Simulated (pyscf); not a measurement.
`[OH][PH2]` + `[H]` [doublet] -> `[PH2]` [doublet] + `[OH2]`, a substitution at O (doublet surface; O–P broken, H–O formed). PySCF, gas phase, ωB97X-D3(BJ)/def2-SVP geometries. Correlated levels are frozen-core, on RHF or UHF. ΔMP2 is the change of the MP2 total energy from the triple- to the quadruple-zeta basis. Energies in eV from the separated reactants.

GFN2-xTB: tblite. Open shells are spin-unrestricted. 

Question: Quick GFN2-xTB single points give ΔE‡ = 0.90 eV and ΔE = 0.00 eV. What does CCSD(T)/def2-TZVPP + ΔMP2(QZVPP) give, and how far is the quick result from it?

Answer: CCSD(T)/def2-TZVPP + ΔMP2(QZVPP) gives ΔE‡ = 0.72 eV and ΔE = -1.41 eV. GFN2-xTB lies 0.19 eV over it in the barrier and 1.41 eV over it in the reaction energy, so on this step it does not hold to within 0.13 eV. CCSD(T)/def2-TZVPP + ΔMP2(QZVPP) has limits of its own. The same reactants have a lower exit, to •O–PH₂ + H₂ (barrier +0.40 eV at ωB97M-D3(BJ), against +0.70 eV here). One saddle was located; it need not be the lowest between these sides. The angle at the attacked O is 150°. The CCSD(T) − MP2 part came from Ansatz, without density fitting, on the same reference.
